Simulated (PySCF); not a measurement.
Compound: acetyl chloride, C2H3ClO.
Z-matrix (Å and degrees, GFN2-xTB geometry), rows numbered from 1:
```
C 
C   1  1.4859
O   2  1.1825  1  128.87
Cl  2  1.7772  1  111.47  3   179.96
H   1  1.0874  2  109.60  3     0.36
H   1  1.0879  2  109.57  3  -120.61
H   1  1.0878  2  109.72  3   121.30
```

Method: CAM-B3LYP/def2-SVPD in PySCF (dipole) on a GFN2-xTB geometry, gas phase.

Take the most abundant isotopes and a rigid rotor. 

What are A, B and C (MHz)?

Ia = 49.66, Ib = 99.28, Ic = 145.82 u·Å²; 505379 MHz·u·Å²/I gives A = 10177, B = 5091, C = 3466 MHz.

Classify the top.

An asymmetric top; Ray's κ = -0.516.

Is it planar, by Δ = Ic − Ia − Ib?

Not planar: Δ = Ic − Ia − Ib = -3.11 u·Å². For a rigid frame Δ = −2 Σ m c², so Σ m c² = 1.56 u·Å² lies off the ab plane, practically all of it from hydrogen. The atom farthest from that plane is 0.88 Å away.

Give the other two planar moments, Paa and Pbb, and the rms extents of the mass along the axes.

Paa = Σ m a² = (Ib + Ic − Ia)/2 = 97.72 and Pbb = Σ m b² = (Ia + Ic − Ib)/2 = 48.10 u·Å². With the mass M = 77.99 u, the rms extents √(P/M) along a, b and c are 1.12, 0.79, 0.14 Å.

Give the coordinates in the principal-axis frame, origin at the centre of mass.

The sense of each axis is arbitrary; atoms in the order of the calculation.
```
atom  mass (u)   a (Å)   b (Å)   c (Å)
  C1    12.000   1.248  -1.184   0.000
  C2    12.000   0.556   0.131   0.000
  O3    15.995   1.026   1.216   0.000
 Cl4    34.969  -1.210  -0.064   0.000
  H5     1.008   2.325  -1.030   0.006
  H6     1.008   0.955  -1.750  -0.882
  H7     1.008   0.949  -1.757   0.875
```

List the rotational levels J(Ka,Kc) to J = 4 (MHz).

Above 0(0,0):
J = 1: 1(0,1) 8556, 1(1,1) 13643, 1(1,0) 15268
J = 2: 2(0,2) 25338, 2(1,2) 29131, 2(1,1) 34006, 2(2,1) 49266, 2(2,0) 49597
J = 3: 3(0,3) 49765, 3(1,3) 52173, 3(1,2) 61880, 3(2,2) 74935, 3(2,1) 76509, 3(3,1) 104621, 3(3,0) 104664
J = 4: 4(0,4) 81274, 4(1,4) 82597, 4(1,3) 98551, 4(2,3) 108901, 4(2,2) 113185, 4(3,2) 139399, 4(3,1) 139694, 4(4,1) 180212, 4(4,0) 180217
Those of J = 1 are B + C, A + C and A + B.

Predict some low-J microwave lines.

The dipole components are |μa| = 1.01 D, |μb| = 2.70 D, |μc| = 0.00 D; the mirror of this Cs structure is the ab plane, so μc vanishes by symmetry and there are no c-type lines. The squared components, which scale the intensities, stand as 0.14 : 1.00 (a : b). Some lines, for components of 0.1 D or more:

```
type  branch         J(Ka,Kc)    MHz  lower level (cm⁻¹)
   a       Q  2(2,0) ← 2(2,1)    331               1.643
   a       Q  1(1,0) ← 1(1,1)   1625               0.455
   a       Q  2(1,1) ← 2(1,2)   4875               0.972
   b       Q  1(1,0) ← 1(0,1)   6712               0.285
   a       R  1(0,1) ← 0(0,0)   8556               0.000
   b       Q  2(1,1) ← 2(0,2)   8668               0.845
   b       R  2(0,2) ← 1(1,1)  11695               0.455
   b       R  1(1,1) ← 0(0,0)  13643               0.000
   b       Q  2(2,0) ← 2(1,1)  15591               1.134
   a       R  2(0,2) ← 1(0,1)  16782               0.285
   a       R  2(1,1) ← 1(1,0)  18738               0.509
   b       Q  2(2,1) ← 2(1,2)  20135               0.972
   b       R  2(2,1) ← 1(1,0)  33998               0.509
   b       R  2(2,0) ← 1(1,1)  35954               0.455
```

Estimate the classical rotational partition function at 10 K, 50 K and 298.15 K.

Point group Cs, symmetry number σ = 1; q = (√π/σ)·√((kT/h)³/(ABC)), k/h = 20836.6 MHz/K: 398 at 10 K, 4450 at 50 K, 64800 at 298.15 K.

GFN2-xTB frequencies: not computed here. Zero-point vibration and centrifugal distortion are left out. A rigid rotor knows nothing of internal rotation, which can split or shift real lines. Quadrupole hyperfine structure (35Cl) is left out.
